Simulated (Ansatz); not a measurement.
For rock-salt MgS, r²SCAN (Ansatz, an electronic-structure program, plane waves, PAW) gives:

```
Property                               Value
------------------------------  ------------
equilibrium lattice constant a       5.203 Å
bulk modulus                        79.8 GPa
cohesive energy                 4.01 eV/atom
band gap at the measured cell        3.46 eV
```

Task: What does PBE0 (plane waves, PAW; Ansatz) give for the same quantities?

Result: 
- lattice constant a: 5.194 Å (decreases by 0.2 %)
- bulk modulus: 80.2 GPa (increases by 0.5 %)
- cohesive energy: 3.78 eV/atom (falls by 0.23 eV/atom)
- band gap at the measured cell: 4.53 eV (goes up by 1.07 eV)

For comparison: lattice constant a 5.188 Å (measured, corrected for zero-point motion; as tabulated in Goldzak et al. (2022), arXiv:2208.04865); bulk modulus 81 GPa (measured, corrected for zero-point motion; as tabulated in Goldzak et al. (2022), arXiv:2208.04865); cohesive energy 4.04 eV/atom (measured, corrected for zero-point motion; as tabulated in Goldzak et al. (2022), arXiv:2208.04865).

Changes are worked out from the printed values.

Unless a cell is named, each level is at its own relaxed cell (r²SCAN 17.61, PBE0 17.52 Å³/atom).

Density-functional gaps are differences of (generalised) Kohn–Sham levels.

Ansatz's density-functional and Hartree–Fock values are scalar-relativistic unless marked +SOC, with PAW data made under PBE.
